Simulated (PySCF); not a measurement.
Two species compared at the same levels of theory.

First species: Silanethione, H₂SSi.
Geometry (GFN2-xTB, Å), atoms numbered from 1 in this order:
```
atom  x, y, z in Å
Si1   -0.0695    0.0051   -0.2178
S2     1.9008   -0.1067   -0.3572
H3    -0.8864    1.1126   -0.6866
H4    -0.9347   -1.0063    0.3671
```

Second species: C4H7P.
SMILES: `CCP1C=C1`

Levels: CAM-B3LYP/def2-SVPD for dipole moment, HOMO energy, LUMO energy, HOMO–LUMO gap, static isotropic polarisability and electronic spatial extent ⟨r²⟩ about the centre of nuclear charge; TDDFT CAM-B3LYP/def2-SVPD for lowest singlet excitation; TDA CAM-B3LYP/def2-SVPD for lowest triplet excitation (Tamm–Dancoff); GFN2-xTB for rotational constant A and rotational constant C. Geometries: GFN2-xTB. Each species is one conformer at its optimised geometry, gas phase, non-relativistic unless stated. Electronic properties by PySCF.

The conformers computed, where there is a choice (atom-mapped SMILES and torsion angles):
- `[CH3:1][CH2:2][P:3]1[CH:4]=[CH:5]1`: C1–C2–P3–C4 -78°

(1) Which has the higher HOMO energy?

(2) Which of the two has the higher static isotropic polarisability, and by how much?

(3) Which of the two has the higher dipole moment, and by how much?

(4) Which has the higher T1 energy?

(5) Which of the two has the higher S1 energy, and by how much?

(6) Which of the two has the higher rotational constant A, and by how much?

(7) Which of the two has the higher rotational constant C, and by how much?

(8) Which of the two has the higher ⟨r²⟩, and by how much?

Results:

(1) The second: -7.76 eV against -8.46 eV, a difference of 0.70 eV.

(2) The second: 69.1 au against 50.5 au, a difference of 18.6 au.

(3) The first: 3.10 D against 1.44 D, a difference of 1.66 D.

(4) The second: 4.00 eV against 2.60 eV, a difference of 1.40 eV.

(5) The second: 5.04 eV against 2.91 eV, a difference of 2.13 eV.

(6) The first: 179.011 GHz against 7.028 GHz, a difference of 171.983 GHz.

(7) The first: 7.404 GHz against 2.713 GHz, a difference of 4.691 GHz.

(8) The second: 528 bohr² against 199 bohr², a difference of 329 bohr².

On the first: The 8 singlets span 2.91 to 7.39 eV, and their oscillator strengths add up to 0.24. A dipole of 3.10 D is allowed in C2v, and pure rotational transitions are dipole-allowed.

On the second: The principal polarisabilities are 61.7, 67.7 and 78.0 au; their mean is the isotropic value. No computed singlet falls in the visible range (750 to 380 nm, 1.65 to 3.26 eV); S1 lies 1.78 eV above its blue end.
